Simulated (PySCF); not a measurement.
# Vertical excitation energies

Compound: C₃H₃FO₂.
Structure used (GFN2-xTB), in Å, numbered top down from 1:
```
atom  x, y, z in Å
O1     1.1103   -1.2443   -0.5802
C2     0.9051   -0.1791   -0.0575
O3     1.8868    0.6180    0.3799
C4    -0.4207    0.4138    0.1848
C5    -1.5159   -0.2383   -0.1809
F6    -2.7340    0.2522    0.0150
H7     2.7517    0.2117    0.2121
H8    -0.4513    1.3797    0.6628
H9    -1.5184   -1.2077   -0.6612
```

Computed, not measured: TDDFT PBE0/def2-SVPD, vertical, gas phase, core orbitals frozen in the response (PySCF 2.14.0, density-fitted response routines).

```csv
state,λ (nm),E (eV),f,|μ| (D),"main configurations (H = HOMO, L = LUMO)"
S1,247.0,5.02,0.0000,0.03,H-1→L (97%)
S2,196.4,6.31,0.284,3.44,H→L (94%)
S3,172.5,7.19,0.088,1.80,"H-2→L (85%), H-1→L+1 (10%)"
S4,160.1,7.74,0.104,1.88,"H-1→L+1 (86%), H-2→L (10%)"
S5,159.8,7.76,0.0091,0.56,"H→L+1 (86%), H→L+2 (11%)"
S6,157.7,7.86,0.0001,0.05,H-3→L (97%)
```

Triplets, Tamm–Dancoff:

```csv
state,E (eV),λ (nm),"main configurations (H = HOMO, L = LUMO)"
T1,3.85,321.8,H→L (95%)
T2,4.64,267.2,H-1→L (95%)
```

The lowest singlet lies at 5.02 eV (247 nm, ultraviolet) and is dark (f under 0.0005); its leading configuration is HOMO-1→LUMO (97%). The most intense listed level is S2 at 6.31 eV (196 nm, f = 0.284), 1.29 eV above S1. Löwdin shares by element: HOMO carbon 61% or more, oxygen 14% or more, fluorine 14%; LUMO carbon 65%, oxygen 13% or more (atoms not listed hold the other 22%). The listed states span 2.84 eV, and the widest gap between neighbours is 1.29 eV (S1 to S2). Weighted by f, the mean energy of these states is 6.81 eV. The oscillator strengths of these states sum to 0.485; summed over the whole spectrum of an exact calculation they would give the number of electrons, 46 (Thomas–Reiche–Kuhn). No computed singlet lies in the visible range (380 to 750 nm); the lowest, at 247 nm, stands 1.76 eV above its violet end (3.26 eV). Only the lowest 6 singlets were computed, as vertical energies without vibronic structure.

One conformer stands for the species.
